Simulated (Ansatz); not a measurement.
# BH− (doublet): wave-function methods side by side, aug-cc-pVTZ

An exercise on one series of results from a longer session: the logs are not shown, and one member is left open.

Method: aug-cc-pVTZ, core rule «outside noble gas», up to 1 orbitals frozen; program: Ansatz 0.2.0, Gaussian basis.

Plan: UHF; CCSD(T) on ROHF; CCSD(T) on UHF; BCCD(T) on ROHF; CCSDT(Q) on ROHF; CCSDT(Q) on UHF; CASSCF and MRCISD+Q, 5 electrons in 5 orbitals; CASSCF and NEVPT2, 5 electrons in 5 orbitals.

10 further runs of the same task are left out: 2 for a known fault of the program, 3 that didn't finish, 5 set aside as unsound or not needed.

## The system

The geometry is a PBE0/def2-TZVPD stationary point (not a proven minimum) of the parent state, kept for this charge and spin.

2 atoms, charge -1, spin multiplicity 2.

Atoms are counted from 1 here; the program's logs count them from 0.

Bond lengths: B1–H2 1.206 Å.

Coordinates:

```
B     0.0000    0.0000    0.0000
H     0.0000    0.0000    1.2058
```

The first run:

Input file in.yaml:

```yaml
crystal:
  periodic: [false, false, false]
  atoms:
    - {symbol: B, position_ang: [0.000000, 0.000000, 0.000000]}
    - {symbol: H, position_ang: [0.000000, 0.000000, 1.205800]}
basis:
  gaussian: {orbitals: aug-cc-pVTZ}
total_charge: -1
magnetization: {spin_polarized: true, initial_magnetization: 1}
hamiltonian: {xc: hf}
output: {orbitals: {seedname: orbitals}}
```

Launch:

```bash
> ansatz run in.yaml --threads 1 --pin off --events-out ev --progress --plain --max-ram 2560MiB --backend cpu
```

Among the steps run: UHF; CCSD(T) on ROHF; CCSD(T) on UHF; BCCD(T) on ROHF; CCSDT(Q) on ROHF; CCSDT(Q) on UHF; CASSCF and MRCISD+Q, 5 electrons in 5 orbitals; CASSCF and NEVPT2, 5 electrons in 5 orbitals.

One table of the session follows, with a row left open; its other results are not shown here.

```
          method  from UCCSDT(Q) (kJ/mol)
            ROHF                   +318.3
             UHF                   +303.6
            RMP2                    +71.3
            UMP2                    +86.4
           RCCSD                    +14.6
           UCCSD                    +15.7
        RCCSD(T)                     +3.1
        UCCSD(T)                     +4.1
         BCCD(T)                     +3.1
          RCCSDT                     +0.5
          UCCSDT                     +0.5
       RCCSDT(Q)                      0.0
       UCCSDT(Q)                        0
  CASSCF valence                   +230.8
  NEVPT2 valence                        ?
  MRCISD valence                    +17.0
MRCISD+Q valence                     +1.6
```

Q: Estimate the row for NEVPT2 valence from the others.

The run gave: from UCCSDT(Q) (kJ/mol): +75.4. In the column «from UCCSDT(Q) (kJ/mol)» it lies between RMP2 (+71.3) and UMP2 (+86.4).

Some runs used a GPU and others CPU threads alone; cost is compared among the CPU runs only.

Among the levels timed on like hardware, those that no quicker one beats, quickest first: NEVPT2 valence (3 s, +75.4 kJ/mol); BCCD(T) (8 s, +3.1 kJ/mol).

To keep in mind: Of the multireference levels listed MRCISD+Q valence comes nearest in total energy (+1.6 kJ/mol), which doesn't show that its space is the better one. Restricted and unrestricted rows rest on different reference determinants; where their highest levels disagree by more than a few hundredths of an eV, they describe different states and don't form one ladder.
